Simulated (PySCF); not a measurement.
## Threshold energies of SiO in a plasma

PBE in PySCF with def2-TZVPPD on every atom, for the lowest determinant that a PBE0 search found; no spin–orbit coupling.

```tsv
species	state (unpaired electrons)	Re (Å)	ωe (cm⁻¹)	energy of the minimum from the neutral (eV)	De (eV)	dissociates to
SiO	singlet (closed shell)	1.529	1195	0.00	8.50	Si + O
SiO⁺	doublet (σ ↑)	1.528	1147	11.30	5.39	Si⁺ + O
```

Work out the lowest energy to break SiO into atoms, from its vibrational ground state.

D0 = De − ωe/2 = 8.50 − 0.07 = 8.43 eV (PBE/def2-TZVPPD).

Work out the ionisation energy of the Si atom at this level and the threshold of dissociative ionisation.

IE(Si) = 11.30 + 5.39 − 8.50 = 8.19 eV, so Si⁺ + O + e⁻ appears at D0 + IE(Si) = 16.62 eV (PBE/def2-TZVPPD). The measured IE(Si) is 8.152 eV (NIST ASD).

These are thermodynamic thresholds; the onsets seen under electron impact lie higher where the geometry changes, and cross-sections peak well above them.

For an ion De counts to the pair picked by the measured ionisation energies or electron affinities, which need not be the lowest pair at this level. States were picked by a PBE0 search and need not be the measured ground states.
